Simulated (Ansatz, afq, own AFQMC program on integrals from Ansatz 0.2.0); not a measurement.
AFQMC on a folder of integrals that Ansatz 0.2.0 wrote.

```yaml
crystal:
  periodic: [false, false, false]
  atoms:
    - {symbol: B, position_ang: [0.000000, 0.000000, 0.000000]}
    - {symbol: N, position_ang: [0.000000, 0.000000, 4.389000]}
basis:
  gaussian: {orbitals: 6-31G}
magnetization: {spin_polarized: false, initial_magnetization: 2}
correlation: {method: ccsd_t, electrons: outside_noble_gas, hamiltonian_folder: ham}
```

```sh
$ ansatz run in.yaml --threads 1 --pin off --events-out ev --progress --plain --max-ram 16896MiB --backend cuda --devices 0, --max-vram 18GiB
```

afq runs on the folder ham with

```
--method phaseless --trial cisd --walkers 4000 --populations 20 --least-time 60 --time-step 0.005 --steps-per-block 50 --equilibration-blocks 40 --max-blocks 4000 --target-error 0.00034 --factor-cut 1e-05 --start spin_pure --seed 1330 --release-times 0.24,0.51,0.99,1.62,2.4 --release-step 0.03 --release-every 3 --taylor-order 6
```

Times are imaginary, in 1/Eh. The walk had a cap of 122 s. With eight or more populations the least sampling time is a fifth of least-time, and the error comes from their spread.

afq prints:

```
orbitals 16  electrons 5 3  factors 69 of 258
reference energy -78.66246714 Eh
CCSD correlation -0.31775828 Eh in 36 cycles, weight of the determinant in the CISD state 0.1788
energy of the start -78.980233 Eh
 block  time / (1/Eh)  mean weight  energy / Eh
     1     0.250  0.9992  -78.972945
     2     0.500  0.9997  -78.970256
     3     0.750  0.9999  -78.969778
     4     1.000  1.0000  -78.969835
     5     1.250  1.0000  -78.969831
    10     2.500  0.9998  -78.973153
    61    15.250  1.0004  -78.976233
   121    30.250  1.0001  -78.959989
   181    45.250  1.0003  -78.960713
   241    60.250  1.0000  -78.957668
   301    75.250  1.0004  -78.959618
   361    90.250  1.0001  -78.951655
   373    93.250  0.9993  -78.940183
   421   105.250  0.9998  -78.955500
   481   120.250  1.0000  -78.951925
   517   129.250  1.0000  -78.950625
error from the spread of 20 populations
released: time / (1/Eh)  energy / Eh  error  mean overlap
  0.24  -78.963832  0.000402  1.0002
  0.51  -78.968603  0.000561  1.0026
  0.99  -78.976486  0.000331  1.0104
  1.62  -78.982049  0.000464  1.0233
  2.40  -78.985090  0.000599  1.0449
energy -78.956740 +/- 0.000371 Eh
(rows thinned)
```

The time cap ended the run before it passed its tests. The second half of the sampling lies above the first by 8.7 errors of their difference, so the energy may still be moving and its error bar be too small.

Against this walk (error 10.1 meV) on the same determinant: CCSD(T) 691.9 meV lower, CCSDTQ 664.8 meV lower, full CI 664.8 meV lower. The error is statistical and leaves out the bias of the constraint. The released energies are still falling (meV from the phaseless value at times in 1/Eh: -193 ± 11 at 0.24, -323 ± 15 at 0.51, -537 ± 9 at 0.99, -689 ± 13 at 1.62, -771 ± 16 at 2.40), so they give no level; they do show a bias of the constraint, and the last of them that isn't too noisy lies 107 meV below full CI. Full CI is exact here, so the walk's 665 meV above it is the walk's own error: the bias of the constraint with this trial, or a walk that hasn't relaxed. It lies above even CCSD, by 639 meV. The determinant is a poor start (see the cautions), so the low cluster orders aren't to be relied on, and full CI is the sure value.

Cautions: constraint bias not in the error; halves of the run differ; error above the target (10.1 against 9.3 meV); lower spins were not checked; a spin-contaminated unrestricted determinant lies lower (UHF 6.59 eV lower, ⟨S²⟩ 3.00); the search met a lower determinant of the same kind, perhaps of another symmetry (2.71 eV lower), and this one is a saddle point; strong correlation (T1 0.450, weight of the determinant 0.18, largest double 0.16); the CCSD(T) amplitudes may be one of several solutions (largest double 0.16); the CCSDTQ amplitudes may be one of several solutions (largest double 1.02); the next higher spin lies close (full CI puts it 5 meV above).

The walk took 2 min on 1 × NVIDIA H100 80GB HBM3 with 2 threads of AMD EPYC 7R13 Processor (Zen 3) (shared host) (the card was shared). The log's last line is the phaseless energy.

CCSDT and higher add their correlation energy to the determinant of the CCSD(T) run, since their own runs factorise the integrals more tightly (a shift of under 2 meV). A walk keeps the symmetry of its determinant, which the program's search chose and which needn't be the lowest solution, so a lower state of the same spin and another symmetry isn't excluded.
